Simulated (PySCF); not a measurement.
Molecule: SMILES SC1=CC=NO1, C3H3NOS.

Bonds (- single, = double, # triple, : aromatic): S1-C2 1.742 Å, C2:C3 1.368 Å, C3:C4 1.419 Å, C4:N5 1.306 Å, N5:O6 1.372 Å, O6:C2 1.335 Å. S1 carries H7; C3 carries H8; C4 carries H9.

Geometry PBE0-D3(BJ)/def2-SVP throughout; GIAO in PySCF, gas phase, one conformer, non-relativistic; equivalent atoms averaged; basis pcSseg-2.

For orientation, PBE0 gives these absolute shieldings σ: S1 526.6, C2 11.1, C4 24.7, C3 78.0, N5 -162.1, O6 -77.0, H9 23.14, H8 25.18, H7 26.57 ppm.

A run gave: S1 452.1, C2 -5.5, C4 10.4, C3 64.0, N5 -183.7, O6 -83.5, H9 23.68, H8 25.71, H7 27.26 ppm (absolute shieldings σ).

Which functional was used in that run?
A. CAM-B3LYP
B. WP04
C. KT2
D. OPBE
E. HF

Answers

B. S1 tells them apart best: WP04 gives 452.1, HF gives 546.6, CAM-B3LYP gives 508.0, KT2 gives 534.5, OPBE gives 542.3 ppm.
